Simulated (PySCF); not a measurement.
BH4P.
Atom-mapped SMILES: `[BH2:1][PH2:2]` (hydrogens: H3, H4 on B1; H5, H6 on P2)

Computed by this run: PBE0-D3(BJ)/def2-SVP geometry optimisation, gas phase (PySCF); density fitting, grid level 1; the optimiser is geomeTRIC in internal coordinates, started from a GFN2-xTB structure with every atom displaced at random (about 0.01 Å).

Geometry at step 1:
```
atom  x, y, z in Å
B1      0.9271    0.0803    0.0389
P2     -0.8608   -0.0676   -0.4344
H3      1.4217    1.1789    0.1240
H4      1.6274   -0.9102    0.0959
H5     -1.5036    0.9806    0.2979
H6     -1.3571   -1.2088    0.2727
```

Q: What forces act on the atoms?

A: 
| atom | Fx (eV/Å) | Fy (eV/Å) | Fz (eV/Å) |
| --- | --- | --- | --- |
| B1 | 0.222 | -0.138 | 0.047 |
| P2 | -0.302 | 0.018 | 0.309 |
| H3 | -0.014 | -0.020 | -0.019 |
| H4 | -0.124 | 0.136 | -0.013 |
| H5 | 0.093 | -0.193 | -0.168 |
| H6 | 0.124 | 0.197 | -0.155 |

The largest, 0.43 eV/Å, acts on P2; the rms over all components is 0.157 eV/Å. The forces sum to zero within rounding, as they must for an isolated molecule in no field.

Q: Give the force on P2 in Eh/bohr and in nN.

A: 0.433 eV/Å ÷ 51.422 = 0.00842 Eh/bohr, and 0.433 eV/Å × 1.602 = 0.69 nN.

Q: How far is this geometry from the end of the optimisation?

A: 0.006 eV above it, and 0.020 Å rms away after alignment. The bonds farthest from their final lengths, with half the difference of the two atoms' forces along the bond (positive lengthens):

```
 bond  now (Å)  final (Å)  force along bond (eV/Å)
P2–H6    1.431      1.417                    -0.26
P2–H5    1.431      1.417                    -0.29
B1–H4    1.214      1.206                    -0.21
```

The angle farthest from its final value is B1–P2–H5, 104.1° against 106.2°.

Of the 2 listed bonds off by 0.010 Å or more, this force points towards the final length in 2.

What follows is the cost of the whole optimisation. On Arm Neoverse V2, one thread (shared host), this took 3.2 s and 0.26 GiB of memory at its peak.
